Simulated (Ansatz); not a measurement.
Ansatz (a first-principles code) input (PBE0/def2-SV(P)): A basis named .json is the Basis Set Exchange file of that set (core-valence sets with the plain set on hydrogen).

Ansatz 0.2 input:
```yaml
crystal:
  periodic: [false, false, false]
  atoms:
    - {symbol: F, position_ang: [-0.00000000, -0.00000000, -1.07291806]}
    - {symbol: Cl, position_ang: [0.00000000, 0.00000000, 0.56801544]}
basis:
  gaussian:
    orbitals: def2-SV_P_.json
hamiltonian:
  xc: {name: PBE0}
output: {forces: true}
magnetization: {spin_polarized: false}
```

Output:

```
Functional definition: PBE0
integrals: 0.00 GiB planned
286 factors; integrals over basis functions are off by at most 1.2e-3 eV
mean field: 0.07 GiB planned
mean field evaluation 1: about -15223.4969 eV, gradient 2.0e1 eV
mean field evaluation 2: about -15222.6251 eV, gradient 3.0e1 eV
mean field evaluation 4: about -15224.1209 eV, gradient 5.1e-1 eV
mean field evaluation 8: about -15224.1213 eV, gradient 6.1e-3 eV
mean field -15224.12126214 eV, -559.4761371037 hartree, gradient 1.4e-5 eV, S^2 0.000000; 0 other end points of the search recorded, 0 dependent functions left out
the calculation of the forces begins
reference -15224.12127007 eV, -559.4761373951 hartree; 13, 13 occupied and 19, 19 virtual orbitals, 286 factors
Total energy: -15224.12127007 eV, -559.4761373951 hartree
Atom 0 at    -0.000000    -0.000000    -1.072918 Å, force    -0.000000    -0.000000    -0.074839 eV/Å
Atom 1 at     0.000000     0.000000     0.568015 Å, force     0.000000     0.000000     0.074839 eV/Å
Dipole moment:    -0.000000     0.000000     0.237773 e Å
```
